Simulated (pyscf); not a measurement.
## Four-centre exchange: F–C:–F [singlet] + HF → HF + F–C:–F [singlet]

Gas phase, singlet surface, charge 0. Bonds broken: F1–C2, F4–H5. Bonds formed: F1–H5, C2–F4. Single points on ωB97X-D3(BJ)/def2-SVP structures (PySCF, gas phase). Correlated levels are frozen-core, on RHF or UHF. ΔMP2 is the change of the MP2 total energy from the triple- to the quadruple-zeta basis.

Transition state (Å):

```xyz
5

F     -0.1148     0.2815     0.5599
C      0.4935     0.9654    -0.8739
F      1.7166     1.0552    -0.5544
F      0.4284    -0.6935    -1.2439
H      0.0191    -0.5912    -0.1753
```

One imaginary mode, 918i cm⁻¹; descent along it reached the two sides named.

| bond | change | reactant side (Å) | saddle | product side |
|---|---|---|---|---|
| F1–C2 | breaks | 1.309 | 1.701 | 2.7 |
| F4–H5 | breaks | 0.925 | 1.149 | 2.6 |
| F1–H5 | forms | 2.506 | 1.149 | 0.925 |
| C2–F4 | forms | 2.7 | 1.701 | 1.294 |

Electronic energies relative to the separated reactants (kcal/mol):

```
level                             barrier  reaction energy  reverse barrier
--------------------------------  -------  ---------------  ---------------
ωB97X-D3(BJ)/def2-TZVP               36.1              0.0             36.1
PBE/def2-TZVP                        25.9              0.0             25.9
r²SCAN/def2-TZVP                     28.0              0.0             28.0
B3LYP-D3(BJ)/def2-TZVP               33.6              0.0             33.6
PBE0-D3(BJ)/def2-TZVP                33.0              0.0             33.0
M06-2X/def2-TZVP                     36.0              0.0             36.0
ωB97M-D3(BJ)/def2-TZVP               35.2              0.0             35.2
HF/def2-TZVP                         57.3              0.0             57.3
MP2/def2-QZVPP                       37.8              0.0             37.8
CCSD/def2-TZVPP                      42.5              0.0             42.5
CCSD(T)/def2-TZVPP                   38.6              0.0             38.6
CCSD(T)/def2-TZVPP + ΔMP2(QZVPP)     38.7              0.0             38.7
```

With CCSD(T)/def2-TZVPP + ΔMP2(QZVPP) energies and thermal terms (ideal gas, 1 atm, RRHO with modes under 100 cm⁻¹ raised to 100, one conformer, R ln 2 for rigid chiral ones), in kcal/mol:

| T (K) | ΔH‡ | ΔG‡ | ΔH | ΔG |
|---|---|---|---|---|
| 298 | 37.3 | 47.3 | 0.0 | 0.0 |
| 600 | 37.0 | 57.6 | 0.0 | 0.0 |
| 900 | 37.3 | 67.8 | 0.0 | 0.0 |
| 1200 | 37.7 | 77.9 | 0.0 | 0.0 |

This is the saddle that the search found; another between the same sides may lie lower. The CCSD(T) − MP2 part came from Ansatz, without density fitting, on the same reference.
